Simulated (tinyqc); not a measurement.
A ladder of methods, and size consistency: correlation methods against full CI in the sto-3g basis, for BH3, spin multiplicity 1. Computed by the program tinyqc with PySCF. All electrons correlated; +Q is the Davidson correction (1 - c0^2) E_corr. The last columns treat two copies 100 angstrom apart as one system. FCI is the lowest singlet.

Geometry (angstrom):
```
atom        x        y       z
B      0.0000   0.0000  0.0070
H      1.2120   0.0000  0.0000
H     -0.6060   1.0490  0.0000
H     -0.6060  -1.0490  0.0000
```

RHF energy of one = -26.065779 hartree

Correlation energies (hartree):
```
method   E_corr of one  share of FCI (%)  E_corr of two at 100 angstrom  two minus twice one (mhartree)
MP2          -0.037799           68.2681                      -0.075598                          0.0000
CISD         -0.053868           97.2904                      -0.104506                          3.2309
CISD+Q       -0.055586          100.3915                      -0.110591                          0.5799
CCSD         -0.054962           99.2662                      -0.109925                          0.0000
CCSD(T)      -0.055217           99.7253                      -0.110433                          0.0000
FCI          -0.055369          100.0000                              -                               -
```

What does the comparison show, and why?

MP2 recovers 68 %, CISD 97.3 % and CCSD 99.3 % of the FCI value (c0^2 = 0.968 in CISD). MP2 and coupled cluster are size consistent, so their last column vanishes; CISD loses 3.23 mhartree, since a double excitation on each copy is a quadruple of the pair, and the Davidson correction leaves +0.58.
